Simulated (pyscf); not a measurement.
H₂C=CH–Cl (SMILES C=CCl) + F–C•(F)–F (SMILES F[C](F)F) -> F–C(F)(F)–CH₂–CH•–Cl (SMILES FC(F)(F)C[CH]Cl), an addition (doublet surface; none broken, C–C formed). PySCF, gas phase, ωB97X-D3(BJ)/def2-SVP geometries. Energies in eV from the separated reactants.

Small-basis levels: PySCF, no dispersion term, spherical d functions. Open shells are spin-unrestricted. 

In single points BP86/6-31G* puts the saddle at -0.07 eV and the reaction energy at -1.60 eV. Should these be trusted to within a few kcal/mol? Compare with ωB97M-D3(BJ)/def2-TZVP.

ωB97M-D3(BJ)/def2-TZVP gives ΔE‡ = 0.04 eV and ΔE = -1.67 eV. BP86/6-31G* lies 0.11 eV under it in the barrier and 0.07 eV over it in the reaction energy, so on this step it holds to within 0.13 eV. At BP86/6-31G* this geometry lies under one side, so its ΔE‡ may be no barrier of that level. ωB97M-D3(BJ)/def2-TZVP has limits of its own. This is the saddle that the search found; another between the same sides may lie lower.
